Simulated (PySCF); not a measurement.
# A search over the determinants of SH⁺

Unrestricted PBE0; H x2c-SVPall, S x2c-SVPall; spin-free X2C with a Gaussian nucleus (PySCF 2.14). Outer shells of the fragments: H 1s1; S+ 3s2 3p3.

Followed along the bond (rough minima from three points):

| 2Ms+1 | unpaired | ⟨S²⟩ at the start | R at minimum (Å) | Te (eV) |
| --- | --- | --- | --- | --- |
| 3 | π ↑↑ | 2.01 | 1.38 | 0.00 |
| 1 | π ↑↓ | 1.01 | 1.38 | 0.49 |

Solutions found at the starting distance of 1.405 Å, counted from the lowest of them; the search is not exhaustive and high or unbound solutions are not listed, so other states can lie among these:

```csv
2Ms+1,unpaired,term,E (eV),⟨S²⟩,⟨Lz²⟩,μ (D)
3,π ↑↑,³Σ⁻,0.00,2.01,0.00,-1.58
1,π ↑↓,mixed,0.49,1.01,2.02,-1.57
1,none,mixed,2.01,0.00,2.00,-1.60
3,"σ ↑, π ↑",³Π,3.82,2.01,1.00,-1.97
1,"σ ↓, π ↑",mixed,4.25,1.02,1.00,-2.09
5,"σ ↑↑, π ↑↑",⁵Σ⁻,8.62,6.00,0.00,0.69
```

A term symbol is given only where ⟨S²⟩ and ⟨Lz²⟩ are close to those of a pure state; real π, δ and φ orbitals otherwise mix terms. A positive dipole points towards S; it is taken about the centre of mass and depends on that origin.

Counting both spins, an empty level lies below a filled one in some of these solutions, because spin and occupation are held.
